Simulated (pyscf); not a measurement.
Single points on ωB97X-D3(BJ)/def2-SVP structures (PySCF, gas phase).

Task: Estimate the classical barrier height and the reaction energy of `[NH2][SiH]([F])[Cl]` + `[H][H]` → `[NH2][SiH2][Cl]` + `[FH]` at M06-2X/def2-TZVP. The step runs on the singlet surface, breaks F–Si, H–H and forms H–Si, F–H; take the separated reactants as zero.

Result: ΔE‡ = 2.48 eV, ΔE = +1.47 eV. ωB97M-D3(BJ)/def2-TZVP gives 2.35 eV and +1.39 eV. Zero-point energy shifts the barrier by +0.16 eV. It is a four-centre exchange, with an imaginary mode of 1044i cm⁻¹. The same reactants have a lower exit, to H₂N–SiH₂–F + HCl (barrier +2.02 eV at ωB97M-D3(BJ)/def2-TZVP, against +2.35 eV here). One saddle was located; it need not be the lowest between these sides.
